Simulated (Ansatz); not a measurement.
Frontier orbitals of CS (`[C-]#[S+]`).

```
atom   x (Å)   y (Å)   z (Å)
  C1  -0.663  -0.368   0.096
  S2   0.663   0.368  -0.096
```

Total charge 0; spin multiplicity 1. The structure was optimised at the PBE0-D4/def2-TZVP level. Basis def2-TZVPP, the Gaussian-basis code of Ansatz.

A caution on the coupled-cluster cation, which keeps the state that its UHF reference found: large T1 diagnostic of the cation; spin contamination of the cation.

```
 functional  HOMO (eV)  LUMO (eV)  gap (eV)
LDA (SPW92)      -7.40      -3.54      3.86
        PBE      -7.33      -3.34      3.99
       PBE0      -8.87      -2.31      6.56
      B3LYP      -8.63      -2.55      6.08
  CAM-B3LYP     -10.37      -1.10      9.27
    LC-ωPBE     -11.82       0.08     11.90
    ωB97M-V     -11.26       0.01     11.27
```

(1) What is the vertical ionisation energy at frozen-core CCSD(T)/CBS(def2)? (An estimate is asked.)

## Answers

(1) Ansatz gave: 11.46 eV (T1 of the cation 0.097).

A quarter of exact exchange (PBE0) shifts PBE's HOMO by −1.54 eV and its LUMO by +1.03 eV; full exchange at long range (ωB97M-V) shifts them by −3.93 and +3.36 eV. The gap opens from 3.98 to 11.27 eV, since occupied levels lose self-interaction and empty ones feel all the electrons. A positive LUMO is unbound and depends on the basis. −ε(HOMO) differs from that ionisation energy by −4.13 eV with PBE and −0.20 eV with ωB97M-V.

B3LYP here is the variant with VWN-RPA as its local correlation; programs differ in this. LC-ωPBE has ω = 0.4 bohr⁻¹.
